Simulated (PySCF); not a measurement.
Magnesium: a sound run and one with changed settings

Sound run: Mg [Ne] 3s2, Mg⁺ [Ne] 3s1. Calculation: PySCF 2.14, in 6-31G* (4s3p1d, 18 functions); no relativity, point nucleus. In the sound run the correlated levels freeze [Ne]. The sound run starts from symmetry-adapted Hartree-Fock orbitals and uses a fine grid where one is needed.

Changed run: the spin-free X2C one-electron Hamiltonian (Gaussian nucleus). This setting is unsound on purpose.

| species | method | sound run (hartree) | changed run (hartree) | converged |
| --- | --- | --- | --- | --- |
| Mg | UHF | -199.59522 | -199.87606 | yes |
| Mg | MN15 | -199.95249 | -200.23308 | yes |
| Mg | BP86 | -200.06836 | -200.34900 | yes |
| Mg | MP2 | -199.61678 | -199.89764 | yes |
| Mg | CCSD(T) | -199.62836 | -199.90919 | yes |
| Mg⁺ | UHF | -199.35216 | -199.63263 | yes |
| Mg⁺ | MN15 | -199.67324 | -199.95340 | yes |
| Mg⁺ | BP86 | -199.78426 | -200.06448 | yes |

Ionisation energy of Mg:

| method | sound run (eV) | changed run (eV) |
| --- | --- | --- |
| UHF | 6.614 | 6.624 |
| MN15 | 7.599 | 7.610 |
| BP86 | 7.731 | 7.742 |
| MP2 | 7.201 | 7.211 |
| SCS-MP2 | 7.318 | 7.329 |
| CCSD | 7.516 | 7.526 |
| CCSD(T) | 7.516 | 7.526 |
| CCSDT | 7.516 | 7.526 |
| FCI | 7.516 | 7.526 |

Most of the change in total energy is the relativistic energy itself. On top of that the contraction fixes the core shape for the Hamiltonian it was made with, so the changed run is not a good calculation with the other Hamiltonian either.

For comparison, NIST gives 7.646 eV between the lowest levels.
